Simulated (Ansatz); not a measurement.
`F[CH2][AlH2]` → `[F][AlH2]` + `[CH2]` (triplet) at 700 K and 1 bar (formal loss of a carbene).

Isolated molecules relaxed with PBE0-D4/def2-TZVP in Ansatz; ΔE leaves out vibrations. CCSD(T)/CBS adds triple-zeta CCSD(T) − MP2 to the extrapolated MP2 energy (def2 sets, frozen cores). This one scheme is used for every species. Triplets are unrestricted, without spin–orbit coupling.

| species | CCSD(T)/CBS energy (Eh) | H − E (kJ/mol) | S (J/(mol·K)) |
| --- | --- | --- | --- |
| `F[CH2][AlH2]` | -382.22364 | 163.2 | 371.5 |
| `[F][AlH2]` | -343.06661 | 74.9 | 289.9 |
| `[CH2]` (triplet) | -39.09499 | 70.4 | 226.8 |

H − E and S are ideal-gas, rigid-rotor, harmonic terms from PBE0-D4/def2-TZVP, with the whole ground term of open shells counted as degenerate. 1 Eh = 2625.50 kJ/mol, R = 8.31446 J/(mol·K).

Q: By hand: ΔE, ΔH, ΔS and ΔG.

A: ΔE = (-343.06661) + (-39.09499) − (-382.22364) = 0.06204 Eh = 162.9 kJ/mol. Δ(H − E) = 74.9 + 70.4 − 163.2 = -17.9, so ΔH = 145.0 kJ/mol. ΔS = 289.9 + 226.8 − 371.5 = 145.2 J/(mol·K). ΔG = 145.0 − 700 × (145.2)/1000 = 43.4 kJ/mol.

Q: By hand: the equilibrium constant, and the temperature at which ΔG would vanish if ΔH and ΔS stayed fixed.

A: log₁₀ K = −ΔG/(RT ln 10) = -3.2. ΔG = 0 at ΔH/ΔS = 999 K.

The number of gas molecules changes by +1, which sets the sign of ΔS. A doubt of 5 kJ/mol in ΔE shifts log₁₀ K by 0.4 here. A triplet takes part, so the spin changes. These are equilibria of isolated gas molecules and say nothing of rates. Largest T1 diagnostic: 0.012 (customary marks: 0.02 for closed shells, 0.045 for open ones).
